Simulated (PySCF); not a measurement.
# Which functional comes closest?

Molecule: `CC(C)Cl`, C3H7Cl.

Geometry (Å), atoms numbered from 1 in this order:
```xyz
11

C    -1.1722   -0.5375    0.1315
C    -0.1247    0.4852   -0.2522
C     1.2959    0.0122   -0.0313
Cl   -0.4003    2.0016    0.6958
H    -1.0746   -0.8130    1.1925
H    -1.0471   -1.4480   -0.4763
H    -2.1864   -0.1473   -0.0317
H    -0.2615    0.7892   -1.3008
H     1.4578   -0.2485    1.0256
H     1.4919   -0.8829   -0.6433
H     2.0210    0.7893   -0.3100
```

Geometry PBE0-D3(BJ)/def2-SVP throughout; GIAO in PySCF 2.14.0 with density-fitted response routines, gas phase, one conformer, non-relativistic; equivalent atoms averaged; basis pcSseg-2.

Reference values (measured; solution, not stated per compound (mostly CDCl3 or CCl4); Pretsch, Buehlmann, Badertscher, Structure Determination of Organic Compounds, 4th ed. (2009)): δ(C2) = 53.7 ppm, δ(C1/C3) = 27.3 ppm, δ(H8) = 4.14 ppm, δ(H5/H6/H7/H9/H10/H11) = 1.55 ppm. Computed shifts are taken against TMS, calculated as an isolated molecule at each level.

Question: How do the functionals HF, LDA, PBE, BLYP, BP86, OPBE, KT2, KT3, B97-D, B3LYP, PBE0, mPW1PW91, WP04, B97-2, BHandHLYP, CAM-B3LYP, wB97X-D, LC-wPBE perform against the reference? Times are CPU seconds on shared hosts with different chips, so compare them loosely.

Answer: 
```
functional                    kind    C2  C1/C3    H8  H5/H6/H7/H9/H10/H11  mean abs. error C  mean abs. error H  core-s
        HF            Hartree–Fock  54.0   28.0  3.72                 1.41                0.5               0.28      11
       LDA                     LDA  64.6   30.4  4.43                 1.40                7.0               0.22      22
       PBE                     GGA  63.8   30.2  4.30                 1.41                6.5               0.15      28
      BLYP                     GGA  65.5   31.0  4.28                 1.44                7.7               0.13      28
      BP86                     GGA  63.9   30.3  4.29                 1.41                6.6               0.15      28
      OPBE                     GGA  61.6   28.5  4.27                 1.38                4.5               0.15      30
       KT2                     GGA  62.5   30.2  4.37                 1.43                5.8               0.18      28
       KT3                     GGA  62.5   29.6  4.30                 1.42                5.5               0.15      28
     B97-D                     GGA  64.2   30.1  4.28                 1.44                6.7               0.13      28
     B3LYP           global hybrid  63.0   30.2  4.14                 1.42                6.1               0.07      21
      PBE0           global hybrid  60.6   29.4  4.11                 1.39                4.5               0.09      36
  mPW1PW91           global hybrid  61.0   29.4  4.10                 1.39                4.7               0.10      21
      WP04           global hybrid  66.3   29.5  3.98                 1.39                7.4               0.16      35
     B97-2           global hybrid  61.1   29.3  4.11                 1.40                4.7               0.09      32
 BHandHLYP           global hybrid  59.4   29.4  3.96                 1.41                3.9               0.16      30
 CAM-B3LYP  range-separated hybrid  60.3   29.7  4.02                 1.41                4.5               0.13      48
   wB97X-D  range-separated hybrid  59.9   29.5  3.98                 1.39                4.2               0.16      44
   LC-wPBE  range-separated hybrid  56.4   28.4  3.85                 1.35                1.9               0.24      64
```

For 13C the closest is HF (0.5 ppm) and the furthest BLYP (7.7 ppm).

For 1H the closest is B3LYP (0.07 ppm, with B97-2, PBE0 practically level) and the furthest HF (0.28 ppm). One molecule is a small sample, and vibrational and solvent effects are absent from the calculation.
